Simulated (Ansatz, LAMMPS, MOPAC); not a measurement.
Lattice constant a (Å) along a series of related solids, from the ionic model joung2008 (rigid unit charges, Lennard-Jones; LAMMPS); PM7 semi-empirical Hartree-Fock in MOPAC, closed shell, cyclic supercell at the zone centre; energies are heats of formation (MOPAC); HSE06 in Ansatz (PAW).

```
solid          ionic model joung2008  PM7 semi-empirical Hartree-Fock (MOPAC)  HSE06  measured
-------------  ---------------------  ---------------------------------------  -----  --------
rock-salt KF                   5.455                                    5.170  5.370     5.311
rock-salt KCl                  6.316                                    6.230  6.345     6.248
rock-salt KBr                  6.584                                    6.783  6.666     6.541
rock-salt KI                   7.004                                    7.573  7.144         –
```

HSE06 less measured, from the printed values: rock-salt KF +1.11 %, rock-salt KCl +1.55 %, rock-salt KBr +1.91 %.

Members of the series are missing where a level wasn't run or failed, where a doubt is noted on the run or the magnetic state, for phases of high temperature or layered ones, and where values are held back for tests.

Spin–orbit coupling is left out, also for the solids with elements from indium on (rock-salt KI); its size isn't shown.

Caveats: the method was fitted mainly to molecules (PM7 semi-empirical Hartree-Fock (MOPAC): rock-salt KF, rock-salt KCl, rock-salt KBr, rock-salt KI); the run uses a supercell at the zone centre in place of a k mesh (PM7 semi-empirical Hartree-Fock (MOPAC): rock-salt KF, rock-salt KCl, rock-salt KBr, rock-salt KI). Ansatz's density-functional and Hartree–Fock values are scalar-relativistic unless marked +SOC, with PAW data made under PBE.

Measured values are for low temperature or corrected to a static lattice. References as tabulated in Doll and Stoll (1997), arXiv:cond-mat/9707218; Doll and Stoll (1998), arXiv:cond-mat/9801031.

Empirical potentials (ionic model joung2008) are fitted to chosen data: where that held the value shown, agreement is built in, and what lay outside the fit can be far off.

Ansatz is a program for electronic structure.
